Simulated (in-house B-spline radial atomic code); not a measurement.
**RPA and G0W0 on wB97X: Xe**

Configuration [Kr] 4d10 5s2 5p6, mean-field start wB97X. Computed with an all-electron radial atomic-structure program (B-spline basis): all electrons, non-relativistic, point nucleus, each spin shell either full or empty, empty states to l = 9 with an (l + 1/2)⁻⁴ tail; G0W0 by contour deformation at full frequency.

Without relativity these are model numbers: it shifts the levels of so heavy an element strongly and can reorder them.

Command:
```bash
python run_gw.py task.json out
```
Settings (radii: box in bohr, nucleus in fm):
```
Z                        54
electrons                54
configuration            [Kr] 4d10 5s2 5p6
hamiltonian              nr
method                   wb97x
lmax                     9
spin_polarised           False
box_radius               40
intervals                57
```

Time taken, with all properties: 3.2 s on 1 thread of Intel(R) Xeon(R) Platinum 8375C CPU @ 2.90GHz, with other jobs on the host.

Energies (hartree):

| term | value |
| --- | --- |
| mean-field total | -7234.94648 |
| Hartree-Fock functional on these orbitals | -7232.11849 |
| direct second order | -4.5363 |
| second-order exchange | 1.2307 |
| SOSEX correction | 1.1515 |

(1) What is the RPA correlation energy, and what remains with SOSEX?

Quasi-particle levels (eV):

```
level  occupied  mean field  Σx - vxc  Σc  QP weight  G0W0
   5p       yes     -11.894     -0.38   ?          ?     ?
```

G0W0 = mean field + (Σx - vxc) + Σc, with Σc (partial-wave tail included) taken at the quasi-particle energy. Only the outer levels were computed. Levels of low weight are left out.

(2) Where does G0W0 put 5p?

Results:

(1) RPA gives -4.0032 hartree (-2.02 eV per electron); RPA + SOSEX gives -2.8516, and the second-order doubles -3.3056 hartree (no singles). RPA lacks exchange-type terms and so overcorrelates at short range.

(2) At -12.898 eV, with Σc = -0.62 eV and a quasi-particle weight of 0.932. The tabulated removal energy is 12.130 eV (NIST, measured); the calculation leaves out relativity, Breit and QED terms, and what these don't explain is the method's own error.
